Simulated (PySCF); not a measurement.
Predicted microwave data (PySCF 2.14.0, PBE0-D3(BJ)/def2-SVP geometry optimisation, gas phase) for one isomer of C2H7Al:

- Rotational constants: A = 26661, B = 4684, C = 4189 MHz
- Dipole components: |μa| = 0.67 D, |μb| = 0.32 D, |μc| = 0.00 D
- Inertial defect: -6.19 u·Å²
- κ: -0.96

**Question.** Which candidate fits, each taken in the one conformer that was computed?
A. `[H][Al]([H])[CH2]C` (AlH2Et)
B. AlMe2H, `[CH3][AlH][CH3]`
C. `[CH3:1][CH2:2][AlH2:3]` with C1–C2–Al3–H 1° and -179°

**Answer.** C. It is C[CH2][AlH2], a near-prolate asymmetric top, point group Cs. The candidates at the same level (rigid rotor, commonest isotopes):

| SMILES | A (MHz) | B (MHz) | C (MHz) | μa (D) | μb (D) | μc (D) | Δ (u·Å²) | point group | rotor |
| --- | --- | --- | --- | --- | --- | --- | --- | --- | --- |
| C[CH2][AlH2] | 26661 | 4684 | 4189 | 0.67 | 0.32 | 0.00 | -6.19 | Cs | near-prolate asymmetric top |
| [H][Al]([CH3])[CH3] | 19989 | 5150 | 4314 | 0.00 | 0.75 | 0.00 | -6.26 | near C2v | asymmetric top |
| [H][Al]([H])[CH2]C | 24538 | 4703 | 4425 | 0.72 | 0.42 | 0.01 | -13.85 | near Cs | near-prolate asymmetric top |

`[H][Al]([H])[CH2]C` has A 8 % too low; `[H][Al]([CH3])[CH3]` has A 25 % too low. In the right answer the mirror of this Cs structure is the ab plane, so μc vanishes by symmetry. No structure here is proved a minimum.
